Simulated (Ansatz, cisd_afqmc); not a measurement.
System: C$_{2}$H$_{4}$, charge 0, singlet. C2H4 (ethene, SMILES C=C).
B3LYP-D3(BJ)/def2-TZVP minimum from Ansatz (a quantum-chemistry and plane-wave program):
```xyz
6

C     -0.0012    -0.0058     0.6623
C      0.0012     0.0058    -0.6623
H      0.0167     0.9104     1.2401
H     -0.0212    -0.9321     1.2238
H      0.0212     0.9321    -1.2238
H     -0.0167    -0.9104    -1.2401
```
Charge 0, spin multiplicity 1.

Total energies in cc-pVDZ, 12 correlated electrons, 2 frozen orbitals. UHF or UKS for unpaired electrons; spin-orbit terms are left out. Correlated methods leave the cores frozen. No relativity. AFQMC is phaseless with a CISD trial state; ± is one standard error, without the phaseless bias. Outlying blocks are dropped, and bars are widened where a walk drifts. Over all cases where full CI ran beside it in this data, AFQMC minus full CI had a median of +0.1 mEh and passed +0.4 mEh in a tenth of the cases.

| method | program | energy (Eh) | minus CCSDTQ (mEh) |
|---|---|---|---|
| HF | Ansatz | -78.04014 | 315.32 |
| MP2 | Ansatz | -78.31442 | 41.04 |
| CCSD | Ansatz | -78.34458 | 10.88 |
| CCSD(T) | Ansatz | -78.35426 | 1.20 |
| CCSDT(Q) | Ansatz | -78.35550 | -0.04 |
| CCSDTQ | Ansatz | -78.35546 | 0.00 |
| AFQMC/CISD | cisd_afqmc | -78.3550 ± 0.0004 | 0.5 ± 0.4 |

Rough core times of Ansatz's runs on a shared machine: CCSD(T) under 20 s, CCSDT(Q) 20 s, CCSDTQ 10 min.
